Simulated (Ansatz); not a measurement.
Input file:

```yaml
crystal:
  periodic: [false, false, false]
  atoms:
    - {symbol: Ge, position_ang: [0.000000, 0.000000, 0.315300]}
    - {symbol: Mg, position_ang: [0.000000, 0.000000, -2.179200]}
    - {symbol: H, position_ang: [0.000000, 0.000000, 1.863900]}
basis:
  gaussian: {orbitals: cc-pVDZ}
magnetization: {spin_polarized: false, initial_magnetization: 3}
correlation: {method: fci, electrons: outside_noble_gas}
```

```sh
$ ansatz run in.yaml --threads 2 --pin off --events-out ev --progress --plain --max-ram 24576MiB --backend cuda --devices 0, --max-vram 18GiB
```

Problem. Roughly how long does this take on 2 threads of AMD EPYC 7R13 with a shared H100 80 GB, shared host, and how much host memory?

Solution. 46 s wall and 1.4 GiB.

```
933 factors; integrals over basis functions are off by at most 2.7e-7 eV
mean field evaluation 1: about -61918.1876 eV, gradient 6.3e0 eV
mean field evaluation 2: about -61918.2191 eV, gradient 6.3e0 eV
mean field evaluation 4: about -61918.9963 eV, gradient 1.1e0 eV
mean field evaluation 8: about -61919.0358 eV, gradient 1.5e-1 eV
mean field -61919.03640766 eV, -2275.4826177511 hartree, gradient 2.0e-6 eV, S^2 3.750000; 0 other end points of the search recorded, 0 dependent functions left out
mean field evaluation 16: about -61918.0306 eV, gradient 6.6e0 eV
19 core orbitals not correlated: weight in the atoms' cores, before any rotation towards them, 0.999 or more for the frozen orbitals, at most 0.000 for the correlated occupied ones
reference -61919.03640766 eV, -2275.4826177511 hartree; 5, 2 occupied and 26, 29 virtual orbitals, 933 factors
state -61921.94884794 eV, -2275.5896479574 hartree
Total energy: -61921.94884794 eV, -2275.5896479574 hartree
```

Natural occupations: 1.9525 1.9259 0.9895 0.9832 0.9832 0.0452 0.0193 0.0193 0.0131 0.0102 0.0102 0.0091 0.0083 0.0083 0.0058 0.0030 0.0030 0.0019 0.0017 0.0017 0.0014 0.0007 0.0006 0.0006.
